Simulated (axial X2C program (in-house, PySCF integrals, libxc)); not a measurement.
## What spin–orbit coupling does to MgS

All values were computed with an in-house relativistic program for diatomic molecules. Spin-free means the one-electron spin-free X2C Hamiltonian; two-component (2c) means X2C with spin–orbit coupling and atomic mean-field two-electron Coulomb and Gaunt terms, so the difference of the two also holds small scalar two-electron terms. Basis: S dyall-av3z [9s8p3d2f], Mg dyall-cv3z [9s8p6d3f] (cores contracted in-house); Gaussian nuclei, density fitting, unrestricted open shells. Masses: S 31.972 u, Mg 23.985 u.

Spin-free state: M_S = 0, Λ = 0 (closed shell); fragments S + Mg.

```tsv
level	Re (Å)	ωe (cm⁻¹)	De (eV)	μ (D)
r2SCAN	2.137	549.0	2.374	7.74
```

Dipoles are positive if Mg is the positive end.

Two-component determinant lowest at the distance of the search:

Ω = 0 (closed shell); fragments S + Mg.

```json
{"level": "r2SCAN", "Re (Å)": "2.138", "ωe (cm⁻¹)": "548.5", "De (eV)": "2.372", "μ (D)": "7.73"}
```

(1) From the two tables, how do the constants change at the r2SCAN level (2c against spin-free)?

One determinant describes the state; a PBE0 search over occupations chose it and may have missed a lower one. The closed shell is kept restricted, so the energy runs too high when the bond is stretched far. Dissociation energies refer to the lowest single-determinant-based atoms at the same level and basis. The 2c atoms are single determinants rather than J levels; their spin–orbit lowering is only partly caught, and De is too large by that part. This holds for r2SCAN. Other states lie close and PBE0, whose exact exchange favours high spin, may order them wrongly; the determinant shown need not be the ground state. The nearest other spin-free determinant of the search, M_S = 1, Λ = 1, lies 0.48 eV up at the distance of the search. The functionals have no current-density term, which raises determinants with orbital currents, atoms included.

## Answers

(1) At the r2SCAN level Re is unchanged within 0.001 Å and ωe goes down by 0.5 cm⁻¹; De is not compared, since the atomic limits differ or miss part of their spin–orbit lowering.
